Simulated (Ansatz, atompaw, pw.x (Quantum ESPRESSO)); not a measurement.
**Which Mg potential is closest to all-electron in the bcc crystal?**

All use PBEsol, scalar-relativistic, no spin, cutoffs from each file’s atomic test, pw.x 7.5; 13³ k-points, Fermi–Dirac smearing 0.01 Ry. Δ is the rms difference from all-electron LAPW of the E(V) curves that follow from fits to the pressures, over ±6 % in volume. Mesh and smearing are coarse and serve the comparison alone. The files are a selection: those with a ghost or negative overlap were mostly not run, and those with noisy or unconverged pressures or nearly equal Δ are left out.

All-electron: a0 = 3.559 Å (V0 = 22.55 Å³/atom), B0 = 36.1 GPa.

Question: Rank them by Δ, smallest first.
A. PAW, atompaw 4.2.0.5, PBEsol; core [Ne], reference 3s2 3p0; waves: 3s (bound): rc 3.00 bohr; 3s channel at 0.85 Ry: rc 1.75 bohr; 3p (bound, empty): rc 3.00 bohr; 3p channel at 2.2 Ry: rc 3.00 bohr; 3d channel at 0.25 Ry: rc 3.00 bohr; 3d channel at 2.2 Ry: rc 2.45 bohr; local part: bessel scheme, radius 2.90 bohr; core correction: smooth core density matched at 2.85 bohr; augmentation: sinc compensation charge, radius 2.75 bohr; PAW radius 3.00 bohr; waves and projectors: custom polynom vanderbiltortho.
B. PAW, atompaw 4.2.0.5, PBEsol; core [Ne], reference 3s2 3p0; waves: 3s (bound): rc 2.85 bohr; 3s channel at 0.05 Ry: rc 2.85 bohr; 3p (bound, empty): rc 2.85 bohr; 3p channel at 0.25 Ry: rc 2.85 bohr; 3d channel at 0.3 Ry: rc 2.85 bohr; 3d channel at 2.45 Ry: rc 2.00 bohr; local part: ultrasoft scheme with l = 3 at -0.5 Ry, radius 2.15 bohr; core correction: smooth core density matched at 2.60 bohr; augmentation: sinc compensation charge, radius 2.70 bohr; PAW radius 2.85 bohr; waves and projectors: custom rrkj gramschmidtortho.
C. PAW, atompaw 4.2.0.5, PBEsol; core [Ne], reference 3s1.5 3p0.5; waves: 3s (bound); 3s channel at 3.9 Ry; 3p (bound); 3p channel at 0.85 Ry; local part: troulliermartins scheme with l = 2 at 1 Ry, radius 2.35 bohr; core correction: smooth core density matched at 2.25 bohr; augmentation: sinc compensation charge, radius 2.30 bohr; PAW radius 2.70 bohr; waves and projectors: bloechl.
D. PAW, atompaw 4.2.0.5, PBEsol; core [Ne], reference 3s1.5 3p0.5; waves: 3s (bound): rc 3.00 bohr; 3s channel at 1.85 Ry: rc 0.85 bohr; 3p (bound): rc 3.00 bohr; 3p channel at 0.55 Ry: rc 3.00 bohr; 3d channel at 0.45 Ry: rc 3.00 bohr; 3d channel at 1.8 Ry: rc 3.00 bohr; local part: bessel scheme, radius 2.90 bohr; core correction: smooth core density matched at 1.70 bohr; augmentation: sinc compensation charge, radius 2.65 bohr; PAW radius 3.00 bohr; waves and projectors: custom rrkj gramschmidtortho.
E. PAW, atompaw 4.2.0.5, PBEsol; core [Ne], reference 3s2 3p0; waves: 3s (bound): rc 2.40 bohr; 3s channel at 2.95 Ry: rc 2.40 bohr; 3p (bound, empty): rc 2.40 bohr; 3p channel at 3.75 Ry: rc 2.40 bohr; 3d channel at 0.3 Ry: rc 2.40 bohr; 3d channel at 2.05 Ry: rc 2.30 bohr; local part: troulliermartins scheme with l = 3 at 0 Ry, radius 1.80 bohr; core correction: smooth core density matched at 1.75 bohr; augmentation: sinc compensation charge, radius 1.95 bohr; PAW radius 2.40 bohr; waves and projectors: custom polynom2 7 10 vanderbiltortho.

Answer: E (0.1 meV/atom), B (0.3 meV/atom), A (0.5 meV/atom), C (1.0 meV/atom), D (2.8 meV/atom).
